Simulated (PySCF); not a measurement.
**BF (SMILES [B]F) at B3LYP/6-31G(d) (spherical functions)**

Aim: the vertical electron affinity of BF at B3LYP/6-31G* (spherical functions), from 2 runs. The job is set up through a Python script.

The results are computed with PySCF 2.14.0.

5 further runs of the same task are left out: 5 set aside as unsound or not needed.

## (1) The system as given

BF has 2 atoms, charge 0, and is taken as a singlet. As SMILES, `[B]F`. The shape is that of a GFN2-xTB optimisation.

Bond lengths: B1–F2 1.244 Å.

## (2) The energy at B3LYP/6-31G(d) (spherical functions)

Input file run.py:

```python
from pyscf import gto, dft

mol = gto.M(
    atom='B 0.000000 0.000000 0.000000; F 0.000000 0.000000 1.244390',
    basis='6-31g*',
    max_memory=1860,
    verbose=4,
)

calc0 = dft.RKS(mol, xc='b3lyp')
calc0.grids.level = 5
calc0.conv_tol = 1e-10
calc0.kernel()
if not calc0.converged:
    calc0 = calc0.newton().run(calc0.mo_coeff, calc0.mo_occ)

e_tot = calc0.e_tot
print('Final energy', e_tot)
```

Run with:

```bash
OMP_NUM_THREADS=1 python run.py
```

Log:

```text
PySCF version 2.14.0

[INPUT] num. atoms = 2
[INPUT] num. electrons = 14
[INPUT] charge = 0
[INPUT] spin (= nelec alpha-beta = 2S) = 0
[INPUT] symmetry False subgroup None
[INPUT] Mole.unit = angstrom
[INPUT] Symbol           X                Y                Z      unit          X                Y                Z       unit  Magmom
[INPUT]  1 B      0.000000000000   0.000000000000   0.000000000000 AA    0.000000000000   0.000000000000   0.000000000000 Bohr   0.0
[INPUT]  2 F      0.000000000000   0.000000000000   1.244390000000 AA    0.000000000000   0.000000000000   2.351556292148 Bohr   0.0

nuclear repulsion = 19.1362631421017
number of shells = 12
number of NR pGTOs = 54
number of NR cGTOs = 28
basis = 6-31g*
ecp = {}

******** <class 'pyscf.dft.rks.RKS'> ********
method = RKS
initial guess = minao
damping factor = 0
level_shift factor = 0
DIIS = <class 'pyscf.scf.diis.CDIIS'>
diis_start_cycle = 1
diis_space = 8
diis_damp = 0
SCF conv_tol = 1e-10
SCF conv_tol_grad = None
SCF max_cycles = 50
direct_scf = True
direct_scf_tol = 1e-13
XC library pyscf.dft.libxc version 7.0.0
    S. Lehtola, C. Steigemann, M. J.T. Oliveira, and M. A.L. Marques.,  SoftwareX 7, 1–5 (2018)
XC functionals = b3lyp
    P. J. Stephens, F. J. Devlin, C. F. Chabalowski, and M. J. Frisch.,  J. Phys. Chem. 98, 11623 (1994)
radial grids:
    Treutler-Ahlrichs [JCP 102, 346 (1995); DOI:10.1063/1.469408] (M4) radial grids

becke partition: Becke, JCP 88, 2547 (1988); DOI:10.1063/1.454033
pruning grids: <function nwchem_prune>
grids dens level: 5
symmetrized grids: False
atomic radii adjust function: <function treutler_atomic_radii_adjust>
small_rho_cutoff = 0
Set gradient conv threshold to 1e-05
Initial guess from minao.
tot grids = 87040
init E= -124.771696214889
  HOMO = -0.27102644265459  LUMO = -0.044071880400177  gap/eV = 6.17575
cycle= 1 E= -124.62676350179  delta_E= 0.145  |g|= 0.426  |ddm|= 1.38
  HOMO = -0.274993153796554  LUMO = -0.012520884729583  gap/eV = 7.14223
cycle= 2 E= -124.561958387214  delta_E= 0.0648  |g|= 0.763  |ddm|= 0.533
  HOMO = -0.260585463725013  LUMO = -0.0156906181962643  gap/eV = 6.66393
cycle= 3 E= -124.65526770679  delta_E= -0.0933  |g|= 0.02  |ddm|= 0.363
  HOMO = -0.266291636742988  LUMO = -0.0181563494796987  gap/eV = 6.75211
cycle= 4 E= -124.655373046529  delta_E= -0.000105  |g|= 0.00332  |ddm|= 0.0313
  HOMO = -0.265126982346681  LUMO = -0.0173597922028109  gap/eV = 6.74209
cycle= 5 E= -124.655375971074  delta_E= -2.92e-06  |g|= 0.000201  |ddm|= 0.00521
  HOMO = -0.265199251756907  LUMO = -0.017443459511488  gap/eV = 6.74178
cycle= 6 E= -124.655375980505  delta_E= -9.43e-09  |g|= 3.16e-05  |ddm|= 0.000259
  HOMO = -0.265194038066034  LUMO = -0.0174403945461438  gap/eV = 6.74172
cycle= 7 E= -124.65537598072  delta_E= -2.15e-10  |g|= 9.22e-06  |ddm|= 3.79e-05
  HOMO = -0.265194506050983  LUMO = -0.0174403738834168  gap/eV = 6.74173
cycle= 8 E= -124.655375980734  delta_E= -1.43e-11  |g|= 4.45e-07  |ddm|= 4.76e-06
  HOMO = -0.265194540312055  LUMO = -0.0174404044734056  gap/eV = 6.74173
Extra cycle  E= -124.655375980734  delta_E= 1.42e-13  |g|= 6.7e-07  |ddm|= 5.71e-07
converged SCF energy = -124.655375980734
Final energy -124.65537598073428
```

It took 1.6 s on 1 thread of Arm Neoverse V2, shared host; peak memory 0.19 GiB.

## (3) The doublet anion

Input file geometry.xyz:

```xyz
2

B      0.000000     0.000000     0.000000
F      0.000000     0.000000     1.244390
```

Input file input.py:

```python
from pyscf import gto, dft

molecule = gto.M(
    atom='geometry.xyz',
    basis='6-31g*',
    charge=-1,
    verbose=3,
    spin=1,
    max_memory=1860,
)

mf = dft.UKS(molecule, xc='b3lyp')
mf.conv_tol = 1e-10
mf.grids.level = 5
mf.kernel()
if not mf.converged:
    mf = mf.newton().run(mf.mo_coeff, mf.mo_occ)

energy = mf.e_tot
print('E(%s) = %.9f' % ('B3LYP', energy))
```

Run with:

```bash
OMP_NUM_THREADS=1 python input.py
```

Log:

```text
WARN: HOMO -0.0440718804001765 >= LUMO -0.0440718804001779

converged SCF energy = -124.556303996189  <S^2> = 0.75214452  2S+1 = 2.0021434
E(B3LYP) = -124.556303996
```

Wall time 2.7 s (1 thread of Arm Neoverse V2, shared host); peak memory 0.2 GiB.

## (4) Outcome

Level: B3LYP/6-31G* (spherical functions).

```
                                         quantity          value
                         singlet BF: total energy  -124.65538 Eh
                        singlet BF: dipole moment         1.18 D
                          singlet BF: HOMO energy       -7.22 eV
                          singlet BF: LUMO energy       -0.47 eV
                        singlet BF: HOMO–LUMO gap        6.74 eV
                      doublet anion: total energy  -124.55630 Eh
doublet anion: HOMO energy (highest over α and β)        5.93 eV
 doublet anion: LUMO energy (lowest over α and β)        7.99 eV
                              doublet anion: ⟨S²⟩          0.752
vertical electron affinity (to the doublet anion)      -2.696 eV
```

**Reading.** The anion lies 2.70 eV (62 kcal/mol) above the neutral: the electron isn't bound at this level, and such a value depends on the basis. Without diffuse functions anions come out too high. The HOMO (doublet anion) lies at positive energy, 5.93 eV; only total energies tell whether the electron is bound.
